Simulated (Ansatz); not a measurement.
Relaxation of AlClFH2 (5 atoms, charge 0, multiplicity 2), to a largest force component of 0.03 eV/Å in at most 50 steps.

These are results of UKS PBE-D4/6-31G* (Ansatz), not measurements.

```xyz
5
Properties=species:S:1:pos:R:3
Al 0.000 0.000 -0.343
Cl 0.000 0.000 3.074
H 1.416 0.000 -1.107
H -1.416 0.000 -1.107
F 0.000 0.000 4.683
```

**Question.** Where does it end, and by what steps?

**Answer.** The forces met the threshold. The force dipped under the threshold on the way, but the program's further checks kept it going. After 37 steps the energy has fallen by 5.539 eV; F5 moved furthest, 2.71 Å. Parted: Cl2–F5 (1.61 → 3.28 Å). Joined: Al1–Cl2 (3.42 → 2.11 Å), Al1–F5 (5.03 → 1.66 Å).

```
step  energy less start (eV)  largest force component (eV/Å)  accepted
   0                  0.0000                           3.717       yes
   2                 -0.6334                           3.652       yes
   4                 -1.8031                           1.649       yes
   6                 -2.1108                           0.152       yes
   8                 -2.1147                           0.055       yes
  10                 -2.2263                           0.157       yes
  12                 -2.3376                           0.145       yes
  14                 -2.4228                           0.118       yes
  16                 -2.4768                           0.269       yes
  18                 -2.6061                           0.359       yes
  20                 -3.2600                           1.428       yes
  22                 -4.1518                           1.575       yes
  24                 -4.7447                           1.153       yes
  26                 -4.9242                           0.441       yes
  28                 -4.9392                           0.069       yes
  30                 -5.1472                           0.249       yes
  32                 -5.4300                           0.203       yes
  34                 -5.5318                           0.186       yes
  36                 -5.5390                           0.061       yes
  37                 -5.5391                           0.004       yes
```

```xyz
5
Properties=species:S:1:pos:R:3
Al 0.038 0.034 1.242
Cl -1.836 -0.642 1.930
H 0.652 -0.862 -0.061
H -0.038 0.881 -0.225
F 1.183 0.589 2.314
```

Whether the end is a true minimum wasn't checked by a vibrational analysis.

The run took 100 s on 1 thread of Arm Neoverse V1, with other jobs on the host, peak memory 0.14 GiB.
